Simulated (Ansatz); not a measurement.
# HS− (hydrosulfide) at 6 levels

Aim: a comparison of 6 runs (HF/cc-pVDZ, wB97X/3-21G, RPA@PBE/cc-pVDZ, CCSDT(Q)/cc-pVDZ, CCSD(T)/cc-pVDZ, FCI/cc-pVDZ) of HS− (hydrosulfide). 

The calculation is run with Ansatz 0.2.0.

3 further runs of the same task are left out: 2 that didn't finish, 1 set aside as unsound or not needed.

**1. Starting point**

HS− has 2 atoms, charge -1, and is taken as a singlet. As SMILES, `[SH-]`. The H2–S1 distance was set to 2.019 Å, away from the relaxed value.

Bond lengths: S1–H2 2.019 Å.

**2. The energy at HF/cc-pVDZ (run 1)**

Input file run.yaml:

```yaml
crystal:
  periodic: [false, false, false]
  atoms:
    - {symbol: S, position_ang: [1.149442, -0.375814, 0.591022]}
    - {symbol: H, position_ang: [-0.574700, 0.187900, -0.295500]}
basis:
  gaussian:
    orbitals: cc-pVDZ
total_charge: -1
hamiltonian:
  xc: hf
accuracy: high
```

Command:

```
ansatz run run.yaml --threads 1 --pin off --max-ram 2610MiB --events-out events.jsonl --progress --plain --runs-dir runs
```

The log of the run:

```text
Warning: RAYON_NUM_THREADS=1 ignored (pool sized by the plan → 1); use --threads N
Functional definition: HF
  name "HF"
  exchange = exact_x
  correlation = 0
405 factors; integrals over basis functions are off by at most 3.0e-9 eV
mean field evaluation 1: about -10830.4925 eV, gradient 8.4e0 eV
mean field evaluation 2: about -10830.5189 eV, gradient 8.2e0 eV
mean field evaluation 4: about -10830.9363 eV, gradient 8.2e-1 eV
mean field evaluation 8: about -10830.9441 eV, gradient 2.7e-3 eV
mean field -10830.94407366 eV, -398.0298532293 hartree, gradient 2.5e-8 eV, S^2 0.000000; 0 other end points of the search recorded, 0 dependent functions left out
reference -10830.94407366 eV, -398.0298532293 hartree; 9, 9 occupied and 14, 14 virtual orbitals, 405 factors
Total energy: -10830.94407366 eV, -398.0298532293 hartree
```

Wall time 0.14 s (1 thread of Arm Neoverse V2, shared host).

**3. The energy at wB97X/3-21G (run 2)**

Input file molecule.yaml:

```yaml
crystal:
  periodic: [false, false, false]
  atoms:
    - {symbol: S, position_ang: [1.149442, -0.375814, 0.591022]}
    - {symbol: H, position_ang: [-0.574700, 0.187900, -0.295500]}
basis:
  gaussian:
    orbitals: 3-21G.json
total_charge: -1
hamiltonian:
  xc: {name: wB97X}
accuracy: high
```

The basis set 3-21G is read from a file made from the Basis Set Exchange's data (not shown).

Command:

```
ansatz run molecule.yaml --threads 1 --pin off --max-ram 2610MiB --events-out events.jsonl --progress --plain --runs-dir runs
```

The log of the run, cut to the lines that bear on the results:

```text
Warning: RAYON_NUM_THREADS=1 ignored (pool sized by the plan → 1); use --threads N
Functional definition: wB97X
  name "wB97X"
[...]
      + exact_x_lr(omega)
[...]
      + integral(e_c_pw_opposite_spin*poly(b97_u_opposite, 1, cos1, cos2, cos3, cos4))
265 factors; integrals over basis functions are off by at most 3.6e-9 eV
107 factors; integrals over basis functions are off by at most 1.8e-9 eV
[...]
mean field -10796.27522954 eV, -396.7557967075 hartree, gradient 4.7e-8 eV, S^2 0.000000; 0 other end points of the search recorded, 0 dependent functions left out
reference -10796.27522816 eV, -396.7557966566 hartree; 9, 9 occupied and 6, 6 virtual orbitals, 265 factors
Total energy: -10796.27522816 eV, -396.7557966566 hartree
```

It took 1.3 s on 1 thread of Arm Neoverse V2, shared host; peak memory 0.14 GiB.

Runs 3 to 5 aren't shown in full; the table further down has their settings and results.

**4. A single-point energy at FCI/cc-pVDZ (run 6)**

Input file in.yaml:

```yaml
crystal:
  periodic: [false, false, false]
  atoms:
    - {symbol: S, position_ang: [1.149442, -0.375814, 0.591022]}
    - {symbol: H, position_ang: [-0.574700, 0.187900, -0.295500]}
basis:
  gaussian:
    orbitals: cc-pVDZ
correlation:
  method: fci
  frozen_orbitals: {H: 0, S: 5}
accuracy: high
total_charge: -1
```

Command:

```
ansatz run in.yaml --threads 1 --pin off --max-ram 2610MiB --events-out events.jsonl --progress --plain --runs-dir runs
```

The log of the run:

```text
Warning: RAYON_NUM_THREADS=1 ignored (pool sized by the plan → 1); use --threads N
Functional definition: HF
  name "HF"
  exchange = exact_x
  correlation = 0
405 factors; integrals over basis functions are off by at most 3.0e-9 eV
mean field evaluation 1: about -10830.4925 eV, gradient 8.4e0 eV
mean field evaluation 2: about -10830.5189 eV, gradient 8.2e0 eV
mean field evaluation 4: about -10830.9363 eV, gradient 8.2e-1 eV
mean field evaluation 8: about -10830.9441 eV, gradient 2.7e-3 eV
mean field -10830.94407366 eV, -398.0298532293 hartree, gradient 2.5e-8 eV, S^2 0.000000; 0 other end points of the search recorded, 0 dependent functions left out; unrestricted orbitals would lower it
mean field evaluation 16: about -10830.9323 eV, gradient 7.5e0 eV
5 core orbitals not correlated: weight in the atoms' cores, before any rotation towards them, 1.000 or more for the frozen orbitals, at most 0.000 for the correlated occupied ones
reference -10830.94407366 eV, -398.0298532293 hartree; 4, 4 occupied and 14, 14 virtual orbitals, 405 factors
state -10835.59786506 eV, -398.2008769090 hartree
Total energy: -10835.59786506 eV, -398.2008769090 hartree
```

It took 9.6 s on 1 thread of Arm Neoverse V2, shared host; peak memory 0.27 GiB.

**5. Overview of the runs**

| run | level | frozen core orbitals | energy (Eh) | wall time |
| --- | --- | --- | --- | --- |
| 1 | HF/cc-pVDZ | – | -398.029853 | 0.14 s |
| 2 | wB97X/3-21G | – | -396.755797 | 1.3 s |
| 3 | RPA@PBE/cc-pVDZ | 5 | -398.275017 | 0.68 s |
| 4 | CCSDT(Q)/cc-pVDZ | 5 | -398.200838 | 0.62 s |
| 5 | CCSD(T)/cc-pVDZ | 5 | -398.199973 | 0.26 s |
| 6 | FCI/cc-pVDZ | 5 | -398.200877 | 9.6 s |

**6. Outcome**

| quantity | value |
| --- | --- |
| run 6: total energy | -398.20088 Eh |
| run 6: correlation energy (5 core orbitals frozen) | -171.0 mEh |

Against full CI in this basis: HF +171.0 mEh; CCSDT(Q) +0.0 mEh; CCSD(T) +0.9 mEh. In runs 4, 5 the log says that unrestricted orbitals would lower the reference, so the values rest on an unstable closed-shell determinant (other closed-shell runs at this shape may share the fault). All runs together took 13 s, the longest 9.6 s.
